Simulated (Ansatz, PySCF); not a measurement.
System: CH$_{2}$F$_{2}$, charge 0, singlet. CH2F2 (difluoromethane, SMILES FCF).
B3LYP-D3(BJ)/def2-TZVP minimum from Ansatz (an electronic-structure program):
```xyz
5

C      0.0044     0.0053     0.5043
F     -0.0170     1.1024    -0.3021
F      0.0119    -1.1085    -0.2792
H     -0.9025    -0.0002     1.1113
H      0.9218     0.0234     1.0951
```
Charge 0, spin multiplicity 1.

Wanted: enthalpy of formation at 298 K (by atomisation, with ideal-gas terms from PySCF's Hessian at B3LYP-D3(BJ)/def2-TZVP and the atoms' measured values of the G2/97 table; no spin-orbit terms), in kcal/mol. Radicals and triplets start from unrestricted determinants; spin-orbit coupling is neglected. CBS(X,Y): correlation extrapolated as X^-3, Hartree-Fock from the larger set (Q,5: extrapolated as (X+1)exp(-9√X)). A bracket is a step between two methods taken in the basis named. Functionals run without relativity, which enters their misses. '+ core + X2C': CCSD(T) terms for core correlation (cc-pwCVTZ) and scalar relativity (cc-pVTZ-DK). For partners of very few electrons the exact lower level stands in for a higher one.

Measured: -107.8 kcal/mol, -451.0 kJ/mol (Active Thermochemical Tables 1.112 (ions: stationary electron), as tabulated in the package chemicals); atomic spin-orbit terms, which the calculations lack, would raise the computed values.

Problem. What does PBE/def2-TZVPD (Ansatz) give here, and how do the other levels compare?

Solution. PBE gives -121.6 kcal/mol, 13.8 kcal/mol below it. Errors of the others: r2SCAN/def2-TZVPD (Ansatz) -0.7; B3LYP/def2-TZVPD (Ansatz) 2.5; PBE0/def2-TZVPD (Ansatz) 0.8; wB97M-V/def2-TZVPD (Ansatz) -0.6; CCSD(T)/CBS(cc-pVQZ,cc-pV5Z) + core + X2C (Ansatz) -1.1; CCSD(T)/CBS(cc-pVQZ,cc-pV5Z) + [CCSDT(Q) - CCSD(T)]/cc-pVTZ + core + X2C (Ansatz) -1.1 kcal/mol. Nearer than PBE: r2SCAN/def2-TZVPD, B3LYP/def2-TZVPD, PBE0/def2-TZVPD, wB97M-V/def2-TZVPD, CCSD(T)/CBS(cc-pVQZ,cc-pV5Z) + core + X2C, CCSD(T)/CBS(cc-pVQZ,cc-pV5Z) + [CCSDT(Q) - CCSD(T)]/cc-pVTZ + core + X2C.
